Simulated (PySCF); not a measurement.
# Working out the electron affinity of F

F⁻ [Ne] (1S) → F [He] 2s2 2p5 (2P). Computed with PySCF 2.14 in dyall-av2z, with the non-relativistic Hamiltonian (point nucleus). Frozen: 1s2; the 8 highest virtual orbitals dropped. Energies in hartree (1 hartree = 27.21139 eV):

| part | F⁻ (lower) | F (upper) |
| --- | --- | --- |
| UHF | -99.455807 | -99.410744 |
| MP2 opposite-spin | -0.190004 | -0.132454 |
| MP2 same-spin | -0.072640 | -0.045180 |

Question: What does Hartree-Fock give?

Answer: (-99.410744) − (-99.455807) = 0.045063 hartree = 1.226 eV.

Question: What do MP2 and SCS-MP2 (6/5 opposite-spin, 1/3 same-spin) give?

Answer: The opposite-spin parts differ by 1.566 eV and the same-spin parts by 0.747 eV. MP2: 1.226 + (1.566) + (0.747) = 3.539 eV. SCS-MP2: 1.226 + 1.2 × (1.566) + (0.747)/3 = 3.354 eV.

A first-order spin-orbit estimate adds -0.017 eV to MP2 (valence), giving 3.522 eV against 3.401 eV (measured; photodetachment measurements, as compiled on the Wikipedia data page of electron affinities).

A double-zeta basis recovers only part of the correlation energy.

What remains against the reference includes basis incompleteness, the frozen core and correlation beyond second order.
